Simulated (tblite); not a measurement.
Compound: 2,3-dimethylbutane, C6H14.
Numbering: `[CH3:1][CH:2]([CH3:3])[CH:4]([CH3:5])[CH3:6]` (hydrogens: H7, H8, H9 on C1; H10 on C2; H11, H12, H13 on C3; H14 on C4; H15, H16, H17 on C5; H18, H19, H20 on C6)

Computed with GFN2-xTB (tblite), gas phase: Langevin dynamics at 200 K from the optimised GFN2-xTB geometry, time step 0.5 fs, friction 0.01 fs⁻¹, 2000 steps.

Start geometry:
```
atom  x, y, z in Å
C1     -0.926    1.229   -0.926
C2     -0.791    0.212    0.206
C3     -1.802   -0.917    0.005
C4      0.639   -0.339    0.376
C5      1.206   -0.977   -0.890
C6      1.601    0.738    0.879
H7     -1.935    1.635   -0.937
H8     -0.740    0.763   -1.890
H9     -0.233    2.056   -0.797
H10    -1.044    0.720    1.145
H11    -2.816   -0.526    0.049
H12    -1.667   -1.393   -0.964
H13    -1.694   -1.673    0.780
H14     0.583   -1.117    1.147
H15     1.343   -0.234   -1.672
H16     2.177   -1.419   -0.674
H17     0.555   -1.762   -1.263
H18     1.768    1.497    0.118
H19     1.209    1.224    1.770
H20     2.562    0.294    1.127
```

The statistics below take the 31 frames saved every 25 fs from 250 to 1000 fs; their kinetic temperature (all 3N coordinates) averages 192 K.

**Question.** How do the bond lengths spread?

**Answer.** 
```tsv
bond	start (Å)	mean (Å)	standard deviation (Å)	shortest (Å)	longest (Å)
C1–C2	1.527	1.534	0.024	1.485	1.584
C2–C3	1.529	1.531	0.025	1.471	1.577
C2–C4	1.542	1.547	0.018	1.505	1.578
C4–C5	1.527	1.533	0.021	1.484	1.585
C4–C6	1.529	1.529	0.023	1.493	1.581
C1–H7	1.088	1.087	0.020	1.050	1.151
C1–H8	1.087	1.088	0.020	1.051	1.117
C1–H9	1.087	1.094	0.035	1.028	1.173
C2–H10	1.097	1.099	0.018	1.067	1.141
C3–H11	1.088	1.086	0.027	1.046	1.148
C3–H12	1.087	1.088	0.016	1.065	1.141
C3–H13	1.088	1.094	0.026	1.050	1.149
C4–H14	1.097	1.096	0.018	1.053	1.140
C5–H15	1.087	1.091	0.024	1.052	1.156
C5–H16	1.088	1.090	0.022	1.034	1.133
C5–H17	1.086	1.089	0.018	1.041	1.116
C6–H18	1.087	1.085	0.019	1.047	1.130
C6–H19	1.088	1.089	0.020	1.050	1.132
C6–H20	1.088	1.089	0.016	1.058	1.121
```

**Question.** Give the same statistics for bond angles, one of each kind among heavy atoms.

**Answer.** 
```tsv
angle	start (°)	mean (°)	standard deviation (°)	smallest (°)	largest (°)
C1–C2–C3	109.6	109.7	3.0	104.1	115.0
C1–C2–C4	113.7	113.5	3.4	106.6	121.1
C3–C2–C4	111.3	111.9	2.7	107.1	116.3
```

**Question.** How far does each atom move about its mean position (frames aligned on the start, all atoms weighted alike), and what rms force does it feel?

**Answer.** 
```json
{"atom": "C1", "rms displacement (Å)": "0.12", "rms force (eV/Å)": "1.73"}
{"atom": "C2", "rms displacement (Å)": "0.06", "rms force (eV/Å)": "1.22"}
{"atom": "C3", "rms displacement (Å)": "0.08", "rms force (eV/Å)": "1.57"}
{"atom": "C4", "rms displacement (Å)": "0.06", "rms force (eV/Å)": "1.25"}
{"atom": "C5", "rms displacement (Å)": "0.09", "rms force (eV/Å)": "1.50"}
{"atom": "C6", "rms displacement (Å)": "0.10", "rms force (eV/Å)": "1.47"}
{"atom": "H7", "rms displacement (Å)": "0.27", "rms force (eV/Å)": "0.78"}
{"atom": "H8", "rms displacement (Å)": "0.27", "rms force (eV/Å)": "0.74"}
{"atom": "H9", "rms displacement (Å)": "0.30", "rms force (eV/Å)": "1.11"}
{"atom": "H10", "rms displacement (Å)": "0.13", "rms force (eV/Å)": "0.60"}
{"atom": "H11", "rms displacement (Å)": "0.20", "rms force (eV/Å)": "0.93"}
{"atom": "H12", "rms displacement (Å)": "0.21", "rms force (eV/Å)": "0.72"}
{"atom": "H13", "rms displacement (Å)": "0.23", "rms force (eV/Å)": "0.96"}
{"atom": "H14", "rms displacement (Å)": "0.13", "rms force (eV/Å)": "0.69"}
{"atom": "H15", "rms displacement (Å)": "0.20", "rms force (eV/Å)": "0.86"}
{"atom": "H16", "rms displacement (Å)": "0.19", "rms force (eV/Å)": "0.85"}
{"atom": "H17", "rms displacement (Å)": "0.23", "rms force (eV/Å)": "0.74"}
{"atom": "H18", "rms displacement (Å)": "0.21", "rms force (eV/Å)": "0.76"}
{"atom": "H19", "rms displacement (Å)": "0.22", "rms force (eV/Å)": "0.73"}
{"atom": "H20", "rms displacement (Å)": "0.15", "rms force (eV/Å)": "0.64"}
```

The displacements run from 0.06 to 0.30 Å, the largest at H9.

**Question.** Follow the torsion C1–C2–C4–C5 through every second one of these frames.

**Answer.** 
```json
{"t (fs)": "250", "C1–C2–C4–C5 (°)": "-50"}
{"t (fs)": "300", "C1–C2–C4–C5 (°)": "-54"}
{"t (fs)": "350", "C1–C2–C4–C5 (°)": "-53"}
{"t (fs)": "400", "C1–C2–C4–C5 (°)": "-41"}
{"t (fs)": "450", "C1–C2–C4–C5 (°)": "-48"}
{"t (fs)": "500", "C1–C2–C4–C5 (°)": "-58"}
{"t (fs)": "550", "C1–C2–C4–C5 (°)": "-60"}
{"t (fs)": "600", "C1–C2–C4–C5 (°)": "-65"}
{"t (fs)": "650", "C1–C2–C4–C5 (°)": "-64"}
{"t (fs)": "700", "C1–C2–C4–C5 (°)": "-55"}
{"t (fs)": "750", "C1–C2–C4–C5 (°)": "-43"}
{"t (fs)": "800", "C1–C2–C4–C5 (°)": "-49"}
{"t (fs)": "850", "C1–C2–C4–C5 (°)": "-59"}
{"t (fs)": "900", "C1–C2–C4–C5 (°)": "-61"}
{"t (fs)": "950", "C1–C2–C4–C5 (°)": "-65"}
{"t (fs)": "1000", "C1–C2–C4–C5 (°)": "-57"}
```

Largest departure from the start value over all these frames: C1–C2–C4–C5 15° (start -56°).

**Question.** How widely does the potential energy scatter, against a harmonic estimate?

**Answer.** Mean 0.44 eV above the start, standard deviation 0.053 eV, range 0.34 to 0.55 eV. For 54 classical harmonic modes at 200 K the canonical values are 54kT/2 = 0.47 eV and kT·√(54/2) = 0.090 eV.

The run is classical and short, so these are rough statistics of one trajectory.

What follows is the cost of the whole dynamics run. Time: 13 s; peak memory 0.18 GiB. Hardware: one thread of an AMD EPYC 7R43, shared host with 256 logical CPUs at a one-minute load of 69.
